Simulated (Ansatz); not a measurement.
# SnBr₂ (Pnma, No. 62; cell taken from a computed entry)

Level of theory: LDA (Ansatz, a quantum-chemistry and plane-wave program, plane waves, PAW).

Numerical settings: plane-wave cutoff 520 eV, 4×8×4 k mesh (along the axes of the cell as run), Fermi–Dirac smearing 0.01 eV, scalar-relativistic PAW data made under PBE.

Cell: relaxed with PBEsol: a = 8.0802 Å, b = 4.1532 Å, c = 10.9183 Å, α = 90.00°, β = 90.00°, γ = 90.00°.

| Quantity | Result |
|---|---|
| band gap | 2.07 eV |

Note: cell and atoms aren't relaxed at this level (pressure -1.5 GPa); this cell isn't known to be the ambient phase, and symmetry holds it in the calculation.

Spin–orbit coupling is not included.
